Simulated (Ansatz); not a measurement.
C$_{4}$H$_{7}$FO, SMILES `CC/C(O)=C/F`, relaxed with RKS PBE-D4/def2-SVP in the Gaussian-basis code of Ansatz from a rough embedded geometry. The force threshold is 0.03 eV/Å; the program also tests the step.

The species carries charge 0 and has multiplicity 1.

Start:

```xyz
13

C    -0.660    1.608   -0.378
C     0.112    0.724    0.561
C     0.045   -0.752    0.205
O    -1.091   -1.354    0.431
C     1.129   -1.439   -0.182
F     1.053   -2.757   -0.486
H    -0.597    2.626   -0.139
H    -1.701    1.265   -0.412
H    -0.263    1.473   -1.474
H     1.164    1.099    0.567
H    -0.281    0.881    1.554
H    -1.020   -2.281    0.141
H     2.109   -1.094   -0.389
```

(1) By how much does the energy fall, and how many steps does the optimiser take? (Estimate.)

(2) Which bonds change most? (Estimate.)

(3) Give the relaxed structure. (An estimate is asked.)

## Answers

(1) Ansatz gave: 37.27 kJ/mol, in 5 steps.

(2) The calculation gave: C1–H9 from 1.173 to 1.109 Å; C1–H7 from 1.048 to 1.108 Å; C3–O4 from 1.306 to 1.365 Å; C5–H13 from 1.060 to 1.097 Å.

(3) Ansatz gave: 
```xyz
13

C    -0.699    1.577   -0.411
C     0.159    0.727    0.537
C     0.104   -0.736    0.223
O    -1.138   -1.290    0.343
C     1.172   -1.464   -0.171
F     0.999   -2.792   -0.446
H    -0.678    2.646   -0.117
H    -1.753    1.237   -0.396
H    -0.333    1.499   -1.455
H     1.217    1.058    0.515
H    -0.196    0.868    1.583
H    -1.051   -2.231    0.087
H     2.199   -1.099   -0.293
```
